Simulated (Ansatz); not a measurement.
Working through a composite energy at a relaxed geometry of AlH5OSi, SMILES [OH][AlH][SiH3]

With Ansatz 0.2.0, Python API.

At the Python prompt:
```pycon
>>> import itertools
>>> import ansatz as az
>>> from ase.data import atomic_numbers, covalent_radii
>>> import numpy as np
>>> GEOMETRY = """
... O    -2.07320    0.70980   -0.69920
... Al   -0.33420    0.93290   -0.36000
... Si    0.81310   -0.81710    0.67930
... H    -2.08200    0.36020   -1.61740
... H     0.43540    2.26930   -0.78800
... H     1.41580   -0.31970    1.95830
... H     1.95520   -1.27790   -0.18460
... H    -0.03790   -1.91470    0.95580
... """
>>> system = az.Crystal.molecule()
>>> for line in GEOMETRY.strip().splitlines():
...     symbol, *xyz = line.split()
...     system = system.atom(symbol, [float(v) for v in xyz])
...
>>> job = system.calculation().basis(gaussian="def2-SVP").functional("B3LYP", dispersion="d3bj")
>>> symbols = [site.symbol for site in system.cartesian_sites]
>>> start = np.array([site.position_ang for site in system.cartesian_sites], dtype=float)
>>> r = job.relax(force_tolerance=0.01).run().report
>>> end = np.array(r["positions_ang"])
>>> radius = [covalent_radii[atomic_numbers[s]] for s in symbols]
>>> span = lambda where, i, j: np.linalg.norm(where[i] - where[j])
>>> bonded = [(i, j) for i, j in itertools.combinations(range(len(symbols)), 2) if min(span(start, i, j), span(end, i, j)) < 1.2 * (radius[i] + radius[j])]
>>> print("pair        before    after (A)")
pair        before    after (A)
>>> for i, j in bonded:
...     print(f"{symbols[i]}{i}-{symbols[j]}{j}".ljust(10), f"{span(start, i, j):8.4f} {span(end, i, j):8.4f}")
...
O0-Al1       1.7858   1.7097
O0-H3        0.9825   0.9622
Al1-Si2      2.3364   2.4469
Al1-H4       1.6004   1.5895
Si2-H5       1.4988   1.4976
Si2-H6       1.5043   1.4981
Si2-H7       1.4161   1.4941
>>> for first, second in list(itertools.combinations(bonded, 2)):
...     shared = set(first) & set(second)
...     if shared and symbols[(j := shared.pop())] != "H":
...         i, k = sorted((set(first) | set(second)) - {j})
...         u, v = end[i] - end[j], end[k] - end[j]
...         angle = np.degrees(np.arccos(np.clip(u @ v / np.linalg.norm(u) / np.linalg.norm(v), -1, 1)))
...         print(f"final angle {symbols[i]}{i}-{symbols[j]}{j}-{symbols[k]}{k}: {angle:.2f} deg")
...
final angle Al1-O0-H3: 126.44 deg
final angle O0-Al1-Si2: 115.75 deg
final angle O0-Al1-H4: 118.96 deg
final angle Si2-Al1-H4: 125.29 deg
final angle Al1-Si2-H5: 111.12 deg
final angle Al1-Si2-H6: 110.69 deg
final angle Al1-Si2-H7: 112.29 deg
final angle H5-Si2-H6: 106.77 deg
final angle H5-Si2-H7: 107.95 deg
final angle H6-Si2-H7: 107.78 deg
>>> minimum = az.Crystal.molecule()
>>> for symbol, place in zip(symbols, end):
...     minimum = minimum.atom(symbol, place.tolist())
...
>>> at_minimum = minimum.calculation()
>>> level = lambda method, basis: at_minimum.basis(gaussian=basis).correlation(method).run().report
>>> small, large, cluster = level("mp2", "cc-pVDZ"), level("mp2", "cc-pVTZ"), level("ccsd_t", "cc-pVDZ")
>>> corr = lambda each: (each["free_energy_ev"] - each["reference_energy_ev"]) / 27.211386246
>>> mp2_limit = (27 * corr(large) - 8 * corr(small)) / 19
>>> pieces = {"HF / cc-pVTZ": large["reference_energy_ev"] / 27.211386246, "MP2 correlation, DZ-TZ limit": mp2_limit, "CCSD(T) - MP2 / cc-pVDZ": corr(cluster) - corr(small)}
>>> for name, value in pieces.items():
...     print(f"{name:32s} {value:14.6f} Ha")
...
HF / cc-pVTZ                        -608.722268 Ha
MP2 correlation, DZ-TZ limit          -0.492983 Ha
CCSD(T) - MP2 / cc-pVDZ               -0.051318 Ha
>>> print(f"{'sum':32s} {sum(pieces.values()):14.6f} Ha")
sum                                 -609.266570 Ha
>>> print("T1 diagnostic", round(cluster["correlation"]["coupled_cluster"]["t1_diagnostic"], 4))
T1 diagnostic 0.0153
```

Reading the output:
- Total energies depend on the basis set; only differences at equal settings carry meaning.
- The sum leaves out core correlation, relativity, the Hartree-Fock basis error and zero-point energy; a DZ-TZ extrapolation is rough.
- b3lyp holds the VWN-RPA fit, as in Gaussian; the form of ORCA and Turbomole is b3lyp5.
- Inner cores stay frozen, so this is valence correlation.
- For Al to Cl the sets with a tight d function, cc-pV(X+d)Z, are usual.
- Run time: 42 s on 1 thread of Intel(R) Xeon(R) Platinum 8259CL CPU @ 2.50GHz (Skylake/Cascade Lake) (shared host), peak memory 0.36 GiB.
